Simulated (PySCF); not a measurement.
Ground-state electric properties of a mixed set of molecules.

All values: PBE0/def2-SVPD (PySCF) at PBE0-D3(BJ)/def2-SVP geometries, gas phase, one conformer each. Core orbitals are frozen in the response; Δα² is half the sum of the squared differences of the principal polarisabilities.

(1) Rank by dipole moment, highest first.
A. `[CH3:1]/[N:2]=[CH:3]/[CH:4]1[CH2:5][O:6][CH2:7]1` with N2–C3–C4–C5 -131°
B. `[CH3:1][S:2][c:3]1[n:4][n:5]([SiH3:6])[n:7][c:8]1[CH3:9]` with C1–S2–C3–N4 1°
C. `CO` (CH4O)
D. `[CH2:1]=[C:2]([CH2:3][CH3:4])[C:5]([NH2:6])=[O:7]` with C1–C2–C3–C4 97°, C1–C2–C5–N6 26°, C2–C5–N6–H 16° and 177°

(2) Rank by HOMO–LUMO gap, highest first.
A. `C/N=C/C1COC1` (C5H9NO)
B. `CO` (CH4O)
C. `C=C(CC)C(N)=O` (C5H9NO)
D. `CSc1nn([SiH3])nc1C` (C4H9N3SSi)

Answers

(1) D (3.44 D), C (1.65 D), A (1.39 D), B (0.93 D).

(2) B (8.60 eV), A (7.01 eV), C (6.34 eV), D (5.91 eV).

All values together:

```tsv
SMILES	formula	μ (D)	HOMO (eV)	LUMO (eV)	α (Å³)	Δα (Å³)	electrons	α per electron (Å³)	ΔSCF removal energy (eV)
C=C(CC)C(N)=O	C5H9NO	3.44	-7.45	-1.11	10.91	4.25	54	0.202	–
CO	CH4O	1.65	-8.01	0.58	3.10	0.42	18	0.172	10.87
CSc1nn([SiH3])nc1C	C4H9N3SSi	0.93	-6.29	-0.38	17.53	8.75	84	0.209	8.03
C/N=C/C1COC1	C5H9NO	1.39	-7.42	-0.42	10.85	4.52	54	0.201	–
```

Conformers: `[CH2:1]=[C:2]([CH2:3][CH3:4])[C:5]([NH2:6])=[O:7]` with C1–C2–C3–C4 97°, C1–C2–C5–N6 26°, C2–C5–N6–H 16° and 177°; `[CH3:1][S:2][c:3]1[n:4][n:5]([SiH3:6])[n:7][c:8]1[CH3:9]` with C1–S2–C3–N4 1°; `[CH3:1]/[N:2]=[CH:3]/[CH:4]1[CH2:5][O:6][CH2:7]1` with N2–C3–C4–C5 -131°.

A dash marks a removal energy that wasn't run or isn't settled.
